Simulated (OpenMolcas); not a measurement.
**KT3/6-31G run of HBS (hydrogen boron sulfide)**

Aim: the vertical electron affinity of HBS (hydrogen boron sulfide) at KT3/6-31G, from 2 runs. 

Program for the calculation: OpenMolcas 26.06.

### 1 The system as given

HBS: 3 atoms, total charge 0, spin state singlet. SMILES: `B=S`. The coordinates come from a GFN2-xTB relaxation.

Bond lengths: B1–S2 1.592 Å, B1–H3 1.144 Å. Angles: S2–B1–H3 179.9°.

### 2 The energy at KT3/6-31G

job.inp

```
>>> EXPORT MOLCAS_PRINT=2

&GATEWAY
  BasLib
  $CurrDir
  Coord
  3
  angstrom
  B       -0.041030      -0.016100       0.142540
  S        0.395320       0.146510      -1.379660
  H       -0.354300      -0.130410       1.237110
  Basis
  6-31G
  Group
  NoSym

&SEWARD
  GridInput
  Grid=UltraFine
  End of Grid

&SCF
  KSDFT
  KT3
  PrOrbitals
  0
```

The basis set 6-31G is read from a file made from the Basis Set Exchange's data (not shown).

Started as:

```console
$ export MOLCAS_MEM=1860
$ pymolcas job.inp > job.log
```

Standard output:

```text
--- Start Module: gateway ---
[...]
--- Stop Module: gateway /rc=_RC_ALL_IS_WELL_ ---
--- Start Module: seward ---
[...]
      Basis functions           24
--- Stop Module: seward /rc=_RC_ALL_IS_WELL_ ---
--- Start Module: scf ---
[...]
       Convergence after  12 Iterations
[...]
::    Total KS-DFT energy                            -426.9110649576
[...]
      Total spin, S                                     0.0000000000
[...]
      Total electronic charge=   22.000000
      Total            charge=   -0.000000
[...]
      Dipole Moment (debye):
      Origin of the operator (angstrom)=    0.2689    0.0995   -0.9387
                   X= -4.4702E-01               Y= -1.6651E-01               Z=  1.5595E+00           Total=  1.6308E+00
      Quadrupole Moment (debye*angstrom):
[...]
--- Stop Module: scf /rc=_RC_ALL_IS_WELL_ ---
[...]
```

Run time: 3.3 s. Hardware: 1 thread of Arm Neoverse V2, shared host; peak memory 0.37 GiB.

### 3 The doublet anion at the same level

job.inp

```
&GATEWAY
BasLib
$CurrDir
Coord
3
angstrom
B       -0.041030      -0.016100       0.142540
S        0.395320       0.146510      -1.379660
H       -0.354300      -0.130410       1.237110
Basis
6-31G
Group
NoSym
&SEWARD
GridInput
Grid=UltraFine
End of Grid
&SCF
UHF
Charge
-1
Spin
2
KSDFT
KT3
PrOrbitals
0
```

The basis set 6-31G is read from a file made from the Basis Set Exchange's data (not shown).

Started as:

```console
$ export MOLCAS_MEM=1860
$ pymolcas job.inp > job.log
```

Standard output:

```text
--- Start Module: gateway ---
[...]
--- Stop Module: gateway /rc=_RC_ALL_IS_WELL_ ---
--- Start Module: seward ---
[...]
      Basis functions           24
--- Stop Module: seward /rc=_RC_ALL_IS_WELL_ ---
--- Start Module: scf ---
[...]
       Convergence after  21 Iterations
[...]
::    Total KS-DFT energy                            -426.8536525367
[...]
      Total spin, S                                     0.5024036133
[...]
      Total electronic charge=   23.000000
      Total            charge=   -1.000000
[...]
      Dipole Moment (debye):
      Origin of the operator (angstrom)=    0.2689    0.0995   -0.9387
                   X=  1.6866E-01               Y=  6.7859E-02               Z= -5.8481E-01           Total=  6.1241E-01
      Center of Charge (angstrom)
[...]
--- Stop Module: scf /rc=_RC_ALL_IS_WELL_ ---
[...]
```

Wall time 6.6 s (1 thread of Arm Neoverse V2, shared host); peak memory 0.37 GiB.

### 4 Summary of results

At KT3/6-31G:

| quantity | value |
| --- | --- |
| singlet HBS: total energy | -426.91106 Eh |
| singlet HBS: dipole moment | 1.63 D |
| singlet HBS: HOMO energy | -7.58 eV |
| singlet HBS: LUMO energy | -1.79 eV |
| singlet HBS: HOMO–LUMO gap | 5.79 eV |
| doublet anion: total energy | -426.85365 Eh |
| doublet anion: HOMO energy (highest over α and β) | 4.97 eV |
| doublet anion: LUMO energy (lowest over α and β) | 5.21 eV |
| doublet anion: ⟨S²⟩ | 0.755 |
| vertical electron affinity (to the doublet anion) | -1.562 eV |

**Reading.** The anion lies 1.56 eV (36 kcal/mol) above the neutral: the electron isn't bound at this level, and such a value depends on the basis. Without diffuse functions anions come out too high. Mulliken charges (singlet HBS) run from -0.07 on S2 to +0.06 on H3; they depend strongly on the basis. Mulliken charges (doublet anion) run from -0.58 on S2 to -0.06 on H3. The HOMO (doublet anion) lies at positive energy, 4.97 eV, as semi-local functionals often give for anions; only total energies tell whether the electron is bound.
